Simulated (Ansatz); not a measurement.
A calculation with Ansatz (development build ahead of 0.2.0).

```yaml
crystal:
  periodic: [false, false, false]
  atoms:
    - { symbol: Si, position_ang: [0.0, 0.0, 0.0] }
    - { symbol: H, position_ang: [1.2, 0.0, -0.8] }
    - { symbol: H, position_ang: [-1.2, 0.0, -0.8] }
    - { symbol: H, position_ang: [0.0, 0.4, 4.29] }
basis:
  gaussian: { orbitals: def2-SVP }
magnetization:
  spin_polarized: true
  initial_magnetization: 1
hamiltonian:
  xc: pbe0
output:
  forces: true
```

The input is written out in the form of the current development build from the run's settings.

Results

```yaml
Converged: yes
Total_energy: -290.87330 hartree
Spin_squared_of_the_determinant: 1.180
Stability_test: minimum
```

Forces (eV/Å):
```tsv
atom	Fx	Fy	Fz
Si1	0.000	-0.012	2.848
H2	0.809	0.005	-1.421
H3	-0.809	0.005	-1.421
H4	0.000	0.001	-0.006
```

Caution: charge can spread falsely over distant fragments; the unrestricted determinant is spin contaminated.
